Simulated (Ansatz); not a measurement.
```yaml
crystal:
  periodic: [false, false, false]
  atoms:
    - {symbol: B, position_ang: [-0.802867, -0.970869, 0.025544]}
    - {symbol: B, position_ang: [0.687303, -0.709033, 0.199253]}
    - {symbol: B, position_ang: [-0.811280, 0.471415, -0.143130]}
    - {symbol: H, position_ang: [-0.911528, 1.651468, -0.382251]}
    - {symbol: H, position_ang: [1.809729, -0.528236, 0.243296]}
basis:
  gaussian: {orbitals: ANO-RCC-VTZP}
magnetization: {spin_polarized: true, initial_magnetization: 1}
hamiltonian: {xc: {name: HF}}
correlation: {method: bccd_t, electrons: outside_noble_gas, diis_vectors: 2}
scf: {omitted_lower_state_checks: [starts]}
```

```sh
$ ansatz run in.yaml --threads 4 --pin off --events-out ev --progress --plain --max-ram 3916MiB
```

Output, abridged:

```
Functional definition: HF
707 factors; integrals over basis functions are off by at most 1.0e-3 eV
mean field evaluation 1: about -2041.6246 eV, gradient 1.3e1 eV
mean field evaluation 2: about -2041.7346 eV, gradient 1.2e1 eV
mean field evaluation 4: about -2043.1036 eV, gradient 1.4e0 eV
mean field evaluation 8: about -2043.1300 eV, gradient 1.5e-1 eV
mean field evaluation 16: about -2043.1006 eV, gradient 1.8e0 eV
mean field evaluation 32: about -2033.9768 eV, gradient 1.4e1 eV
mean field evaluation 64: about -2041.0361 eV, gradient 1.9e0 eV
mean field evaluation 96: about -2040.6914 eV, gradient 2.7e0 eV
mean field -2043.18576230 eV, -75.0856918437 hartree, gradient 2.0e-6 eV, S^2 0.997749; 1 other end points of the search recorded, 0 dependent functions left out
determinant -2043.18576230 eV, -75.0856918437 hartree, with singles and doubles -2051.34825897 eV, -75.3856580632 hartree
determinant -2042.71298472 eV, -75.0683175880 hartree, with singles and doubles -2050.94894973 eV, -75.3709837194 hartree
determinant -2043.18576230 eV, -75.0856918437 hartree, with singles and doubles -2051.21078172 eV, -75.3806058677 hartree
determinant -2042.71298472 eV, -75.0683175880 hartree, with singles and doubles -2050.80126273 eV, -75.3655563224 hartree
3 core orbitals not correlated: weight in the atoms' cores, before any rotation towards them, 1.000 or more for the frozen orbitals, at most 0.000 for the correlated occupied ones
reference -2043.18576230 eV, -75.0856918437 hartree; 6, 5 occupied and 109, 110 virtual orbitals, 707 factors
second order -6.92460261 eV of doubles, -0.00000000 eV of singles
cycle   1  -8.03193132 eV  change   -6.9e-3 eV  update   2.8e-2
cycle   2  -8.04126061 eV  change   -9.3e-3 eV  update   1.4e-2
cycle   3  -8.02904895 eV  change    1.2e-2 eV  update   1.1e-2
cycle   4  -8.02962263 eV  change   -5.7e-4 eV  update   6.4e-3
cycle   5  -8.02903909 eV  change    5.8e-4 eV  update   3.2e-3
cycle   6  -8.02925111 eV  change   -2.1e-4 eV  update   1.6e-3
cycle   7  -8.02944328 eV  change   -1.9e-4 eV  update   8.5e-4
cycle   8  -8.02963773 eV  change   -1.9e-4 eV  update   5.5e-4
cycle   9  -8.02985498 eV  change   -2.2e-4 eV  update   4.4e-4
cycle  10  -8.02996894 eV  change   -1.1e-4 eV  update   3.8e-4
cycle  11  -8.03006220 eV  change   -9.3e-5 eV  update   3.4e-4
cycle  12  -8.03015615 eV  change   -9.4e-5 eV  update   3.0e-4
[...]
cycle  20  -8.03023444 eV  change    1.0e-5 eV  update   4.3e-5
cycle  21  -8.03022585 eV  change    8.6e-6 eV  update   3.5e-5
cycle  22  -8.03021815 eV  change    7.7e-6 eV  update   2.9e-5
cycle  23  -8.03021343 eV  change    4.7e-6 eV  update   2.5e-5
cycle  24  -8.03020908 eV  change    4.3e-6 eV  update   2.3e-5
cycle  25  -8.03020625 eV  change    2.8e-6 eV  update   2.1e-5
cycle  26  -8.03020394 eV  change    2.3e-6 eV  update   2.0e-5
cycle  27  -8.03020163 eV  change    2.3e-6 eV  update   1.9e-5
cycle  28  -8.03019836 eV  change    3.3e-6 eV  update   1.8e-5
cycle  29  -8.03019677 eV  change    1.6e-6 eV  update   1.6e-5
cycle  30  -8.03019564 eV  change    1.1e-6 eV  update   1.4e-5
cycle  31  -8.03019580 eV  change   -1.6e-7 eV  update   1.1e-5
cycle  32  -8.03019684 eV  change   -1.0e-6 eV  update   9.4e-6
cycle  33  -8.03019807 eV  change   -1.2e-6 eV  update   7.7e-6
cycle  34  -8.03019916 eV  change   -1.1e-6 eV  update   6.3e-6
perturbative correction -0.44606054 eV, -0.0163924224 hartree
Total energy: -2051.66202200 eV, -75.3971886419 hartree
Relativity: scalar
Checks for a lower state left out: starts
```

Run time 51 s (4 threads of Arm Neoverse N1 on a shared host), peak host memory 1.3 GiB.

DK, ANO-RCC and x2c sets are all-electron and run with scalar relativity unless a key says otherwise. Correlated methods freeze 3 core orbitals. T1 of the charge 0 doublet is large (up to 0.077), so the single-reference result is doubtful. The charge 0 doublet is spin-contaminated (final ⟨S²⟩ up to 1.00, 0.75 for a pure state).
